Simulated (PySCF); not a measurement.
**Where the electron goes**

SiO.
Structure used (GFN2-xTB), in Å, numbered top down from 1:
```xyz
2
SiO angstrom
O      0.756   -0.003   -0.002
Si    -0.753    0.004   -0.012
```

Computed with TDDFT B3LYP/def2-SVPD, vertical, gas phase, core orbitals frozen in the response in PySCF 2.14.0, density-fitted response routines.

Kohn–Sham orbitals with the atoms that hold most of them (Löwdin shares over 4%, at most four atoms; ? is withheld):

```
orbital  ε (eV)            atoms
 HOMO-3  -12.04  O1 61%, Si2 39%
 HOMO-2   -9.33  O1 79%, Si2 21%
 HOMO-1   -9.33  O1 79%, Si2 21%
   HOMO       ?  Si2 57%, O1 43%
   LUMO   -2.20  Si2 75%, O1 25%
 LUMO+1   -2.20  Si2 75%, O1 25%
 LUMO+2    0.45  Si2 77%, O1 23%
```

Question: What is the HOMO energy, and the HOMO–LUMO gap?

Answer: ε(HOMO) = -8.67 eV; the gap is 6.48 eV (0.2380 hartree).

Within 0.005 eV of a neighbour in this list lie HOMO-2/HOMO-1 and LUMO/LUMO+1 (point group found: C∞v).

Question: How does S1 compare with the orbital gap of 6.48 eV?

Answer: S1 is at 5.45 eV (f = 0.0000), 1.02 eV below the gap, made of HOMO-2/HOMO-1→LUMO/LUMO+1 (99%). Its leading pair isn't HOMO and LUMO; the energies of that pair differ by 7.13 eV. Without the coupling terms of the response equations the lowest excitation would equal the gap.

Next come S2 at 5.54 eV (f 0.060), HOMO→LUMO/LUMO+1 (≥95%); S3 at 5.54 eV (f 0.060), HOMO→LUMO/LUMO+1 (≥95%); S4 at 5.69 eV (f 0.0000), HOMO-2/HOMO-1→LUMO/LUMO+1 (≥76%); S5 at 5.69 eV (f 0.0000), HOMO-2/HOMO-1→LUMO/LUMO+1 (≥76%).

Orbitals of the list HOMO-3 to LUMO+2 that lie within 0.01 eV of each other are written together with a slash and their weights summed (≥ marks a lower bound); for degenerate orbitals outside that list single weights are arbitrary.
